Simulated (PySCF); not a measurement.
## How methods differ on the ionisation energy of S

S [Ne] 3s2 3p4 (3P) → S⁺ [Ne] 3s2 3p3 (4S), as a difference of total energies. Calculation: PySCF 2.14, in pcseg-2; the non-relativistic Hamiltonian (point nucleus). Correlated levels: valence: [Ne] frozen. The calculations carry no spin-orbit coupling.

```tsv
method	ionisation energy (eV)	error (eV)
UHF	9.235	-1.101
LDA	10.572	+0.236
B3LYP	10.562	+0.226
MP2 (valence)	9.842	-0.494
SCS-MP2 (valence)	9.919	-0.417
CCSD (valence)	9.923	-0.413
CCSD(T) (valence)	9.940	-0.396
```

Reference: 10.336 eV (measured; NIST levels, between the centres of gravity of the two terms).

Errors of the correlated levels include the incompleteness of this basis and the frozen core.
